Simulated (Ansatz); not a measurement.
HfO2, treated with HSE06 (Ansatz, an electronic-structure program, plane waves, PAW).

Settings: plane-wave cutoff 520 eV, 6×6×6 k mesh, Fermi–Dirac smearing 0.01 eV, scalar-relativistic PAW data made under PBE.

Starting structure:

```
HfO2
1.0
    5.11800     0.00000     0.00000
    0.00000     5.18570     0.00000
   -0.85866     0.00000     5.21387
Hf O
4 8
Cartesian
  3.02793   4.97983   4.12938
  0.80208   2.38698   3.69142
  1.23141   0.20587   1.08448
  3.45726   2.79872   1.52245
  2.37513   1.25442   2.71069
  1.45487   3.84727   5.11011
  1.88420   3.93128   2.50318
  2.80447   1.33843   0.10376
  4.17728   3.46612   3.40622
 -0.34727   0.87327   4.41458
  0.08206   1.71958   1.80765
  4.60661   4.31243   0.79929
```

Q: Into what structure does the relaxation of cell and atoms lead at this level, with the symmetry of the start kept?

A: The volume grows by 0.2 %; final space group P2_1/c.
```
HfO2
1.0
    5.12722     0.00000    -0.01029
    0.00000     5.17425     0.00000
   -0.87070     0.00000     5.22940
Hf O
4 8
Cartesian
  3.02458   4.95944   4.13545
  0.79660   2.37231   3.69836
  1.23195   0.21482   1.08366
  3.45993   2.80194   1.52075
  2.36656   1.25650   2.72344
  1.45461   3.84363   5.11037
  1.88996   3.91775   2.49567
  2.80191   1.33062   0.10874
  4.20905   3.46692   3.40105
 -0.38788   0.87979   4.43276
  0.04747   1.70734   1.81806
  4.64440   4.29446   0.78635
```

Note: the relaxation could not lower the start's symmetry, so the cell can be a saddle point above a distorted one.
